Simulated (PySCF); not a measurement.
Process, species as SMILES: PP (P2H4) + [H][H] (H2) → 2 P (PH3)
B3LYP-D3(BJ)/def2-TZVP geometries, fixed; electronic energies without zero-point terms.

Basis-set convergence of the energy of full hydrogenation at PBE with PySCF. All functions are spherical. Density fitting with generated auxiliary sets. In sets without p functions on hydrogen, species with hydrogen take exact integrals. No added dispersion term, no relativity. Functions are those of the species that has most. Reference: the value in pcseg-3, -3.58 kcal/mol, itself unsure by roughly 0.04 kcal/mol (its mean distance from def2-QZVPP, cc-pV(Q+d)Z). Deviations are taken from unrounded values. Cost is core time over that of 6-31G**, rough, on shared machines of one kind; a dash marks a row that isn't timed (too short, read off another run, short of memory, by another algorithm or on other hardware).

```tsv
basis	functions	energy of full hydrogenation (kcal/mol)	minus reference (kcal/mol)	cost
STO-3G	22	-1.42	2.16	-
3-21G	34	-1.68	1.90	-
6-31G	34	-2.28	1.29	-
6-31G*	44	-3.65	-0.07	-
def2-SV(P)	44	-3.62	-0.04	-
6-31G**	56	-3.57	0.01	1×
def2-SVP	56	-5.55	-1.97	0.9×
6-311G**	76	-5.63	-2.06	1×
def2-SVPD	80	-5.60	-2.02	1×
def2-TZVP	98	-3.26	0.32	2×
def2-TZVPD	122	-3.40	0.17	2×
def2-TZVPP	140	-3.46	0.12	2×
def2-TZVPPD	164	-3.52	0.05	3×
def2-QZVPP	260	-3.53	0.05	7×
```

The smallest set listed that lies within 1 kcal/mol of the reference with all its larger relatives (same family, alike in diffuse functions; a set with none counts only in the reference's own line) is def2-TZVP (98 functions, 2× in cost, 0.32 kcal/mol off). Inside the window by cancellation, since a larger relative falls out: 6-31G*, def2-SV(P), 6-31G**.
